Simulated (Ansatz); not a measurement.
Chalcopyrite CdGeAs2 was calculated with r²SCAN+rVV10 in Ansatz (plane waves, PAW).

Settings: plane-wave cutoff 560 eV, 8×8×8 k mesh, Fermi–Dirac smearing 0.01 eV, scalar-relativistic PAW data made under PBE.

Computed at the level's own relaxed cell.

Task: What does this level give for the equilibrium lattice constant a, c axis length, volume per atom, bulk modulus B0 and band gap?

Result: 
equilibrium lattice constant a: 5.958 Å
c axis length: 11.235 Å
volume per atom: 24.93 Å³/atom
bulk modulus B0: 63.9 GPa
band gap: 0.16 eV

Measured, for comparison: band gap 0.57 eV (temperature not stated, no zero-point or thermal correction, direct; as tabulated in Rashkeev et al. (1999), arXiv:cond-mat/9809378); lattice constant a 5.943 Å, lattice parameter c 11.216 Å (298 K, no zero-point or thermal correction; as tabulated in Abstract on Scilit: Piezoelectric nonlinear optic CuGaSe2 and CdGeAs2: Crystal …); bulk modulus 69.9 GPa (temperature not stated, no zero-point or thermal correction; as tabulated in Toher et al. (2017), arXiv:1611.05714). Computed (rounded) less measured: lattice constant a +0.3 %, lattice parameter c +0.2 %, bulk modulus -9 %.

Note: the bulk modulus comes from volumes at which shape and atoms were relaxed.

Spin–orbit coupling is not included.

Computed values are for the static lattice.

Ansatz is a program for electronic structure.
